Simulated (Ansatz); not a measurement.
**MgCl₂ (SMILES [Cl][Mg][Cl]): one structure at several levels**

The task here is to estimate one member of a computed series from the others.

Method: single points in def2-TZVPP; program: Ansatz 0.2.0, Gaussian basis.

Cores are frozen in the correlated methods. The outer core shell of Li, Na, Mg and K is correlated.

## Starting geometry

3 atoms, charge 0, spin multiplicity 1.

Atoms are counted from 1 here; the program's logs count them from 0.

Bond lengths: Cl1–Mg2 2.073 Å, Mg2–Cl3 2.063 Å. Angles: Cl1–Mg2–Cl3 176.8°.

As a file:

```xyz
3
charge 0, multiplicity 1
Cl    0.4200    1.8947    0.4907
Mg    0.0188   -0.0755   -0.0146
Cl   -0.4877   -2.0047   -0.5401
```

The first run:

Contents of run/in.yaml:

```yaml
crystal:
  periodic: [false, false, false]
  atoms:
    - {symbol: Cl, position_ang: [0.420000, 1.894700, 0.490700]}
    - {symbol: Mg, position_ang: [0.018800, -0.075500, -0.014600]}
    - {symbol: Cl, position_ang: [-0.487700, -2.004700, -0.540100]}
basis:
  gaussian: {orbitals: def2-TZVPP}
correlation: {method: ccsd_t}
output: {forces: true}
```

No record of the launch command was kept for these runs.

Steps of the session up to this table: CCSD(T)/def2-TZVPP; PBE0-D4/def2-TZVPP; wB97M-V/def2-TZVPP; r2SCAN-D4/def2-TZVPP; PBE-D4/def2-TZVPP; BLYP-D4/def2-TZVPP; HSE06-D4/def2-TZVPP.

One of the session's tables, all rows but one given; the rest of the session is left out.

```
   method  RMS force component (eV/Å)  angle to CCSD(T) forces (°)  dipole (D)
  CCSD(T)                       0.870                    reference        0.29
  PBE0-D4                       0.803                          0.4        0.28
  wB97M-V                           ?                            ?           ?
r2SCAN-D4                       0.826                          0.2        0.28
   PBE-D4                       0.876                          0.2        0.26
  BLYP-D4                       0.924                          0.4        0.26
 HSE06-D4                       0.806                          0.3        0.28
```

**Question.** Estimate the row for wB97M-V.

The run gave: RMS force component (eV/Å): 0.831; angle to CCSD(T) forces (°): 0.2; dipole (D): 0.28. In the column «RMS force component (eV/Å)» it lies between r2SCAN-D4 (0.826) and CCSD(T) (0.870).
